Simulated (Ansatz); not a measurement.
**Worked example: correlation energy of H$_{2}$Ge–AsH, triplet**

Geometry: displaced at random from a stationary point.

```
atom    x (Å)    y (Å)    z (Å)
  Ge   0.0834  -0.0594   1.2087
  As  -0.0815   0.0617  -1.2001
   H  -1.2494   0.6553   1.7719
   H   1.3228   0.6000   1.7901
   H  -0.0248  -1.5616  -1.4656
```

Basis cc-pVDZ; Ansatz 0.2.0. Only valence electrons are correlated (noble-gas cores and the filled d shells of p-block atoms frozen), which leaves 12 electrons in 41 orbitals. Prefix R: restricted or restricted open-shell reference; prefix U: unrestricted. No spin–orbit coupling is included, and no scalar relativity.

Full CI isn't at hand for all of this; UCCSDT(Q) serves as the reference, and is uncertain by the last step of the cluster series or more.

UCCSD has a T1 diagnostic of 0.017 and a largest doubles amplitude of 0.05.

Runs differ by some tens of microhartree through their thresholds and, for an open shell, their frozen cores, so steps under 0.03 kcal/mol mean nothing.

Here the R and U totals at CCSDT(Q) differ by 0.15 kcal/mol, a measure of how far such totals hang on the determinant and its frozen core.

```json
{"level": "UHF", "total energy (hartree)": "-4311.208626"}
{"level": "UMP2", "total energy (hartree)": "-4311.379948"}
{"level": "UCCSD", "total energy (hartree)": "-4311.419802"}
{"level": "UCCSD(T)", "total energy (hartree)": "-4311.425767"}
{"level": "UCCSDT", "total energy (hartree)": "-4311.427011"}
{"level": "UCCSDT(Q)", "total energy (hartree)": "-4311.427319"}
```

Task: What is the correlation energy at UCCSDT(Q), and what share of it do UMP2 and UCCSD(T) recover?

Result: E(corr) = -4311.427319 − (-4311.208626) = -0.218693 hartree = -5.951 eV. UMP2: -0.171322 / -0.218693 = 78.34 %. UCCSD(T): -0.217141 / -0.218693 = 99.29 %.

Task: By how many kcal/mol does UCCSD(T) miss UCCSDT(Q) (1 hartree = 627.509 kcal/mol), and which steps make up the rest?

Result: -4311.425767 − (-4311.427319) = 0.001552 hartree = 0.97 kcal/mol. Steps: UCCSDT − UCCSD(T) = -0.78, UCCSDT(Q) − UCCSDT = -0.19 kcal/mol. Differences between like states or geometries often cancel part of this.
